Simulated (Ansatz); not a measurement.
**AlCCl (triplet): the correlation ladder, def2-QZVPP**

An exercise on one series of results from a longer session: the logs are not shown, and one member is left open.

Method: def2-QZVPP, core rule «outside noble gas», up to 11 orbitals frozen; program: Ansatz 0.2.0, Gaussian basis.

Plan: UHF; ROHF; CCSD(T) on UHF.

4 further runs of the same task are left out: 4 set aside as unsound or not needed.

### What is computed

The geometry is a PBE0/def2-TZVP stationary point (not a proven minimum) of the parent state, kept for this charge and spin.

3 atoms, charge 0, spin multiplicity 3.

Atoms are counted from 1 here; the program's logs count them from 0.

Bond lengths: C1–Al2 1.931 Å, Al2–Cl3 2.088 Å. Angles: C1–Al2–Cl3 180.0°.

Set-up of the first run:

in.yaml reads:

```yaml
crystal:
  periodic: [false, false, false]
  atoms:
    - {symbol: C, position_ang: [0.000000, 0.000000, -1.983300]}
    - {symbol: Al, position_ang: [0.000000, 0.000000, -0.052500]}
    - {symbol: Cl, position_ang: [0.000000, 0.000000, 2.035800]}
basis:
  gaussian: {orbitals: "def2-QZVPP.json"}
magnetization: {spin_polarized: true, initial_magnetization: 2}
hamiltonian: {xc: hf}
output: {orbitals: {seedname: orbitals}}
```

Command:

```console
$ ansatz run in.yaml --threads 1 --pin off --events-out ev --progress --plain --max-ram 2393MiB
```

Steps of the session up to this table: UHF; ROHF; CCSD(T) on UHF.

One of the session's tables, all rows but one given; the rest of the session is left out.

| method | from UCCSD(T) (kJ/mol) |
| --- | --- |
| ROHF | +1167.4 |
| UHF | ? |
| UMP2 | +170.5 |
| UCCSD | +61.3 |
| UCCSD(T) | 0 |

Estimate the missing values for UHF.

The run gave: from UCCSD(T) (kJ/mol): +1148.4. In the column «from UCCSD(T) (kJ/mol)» it lies between UMP2 (+170.5) and ROHF (+1167.4).
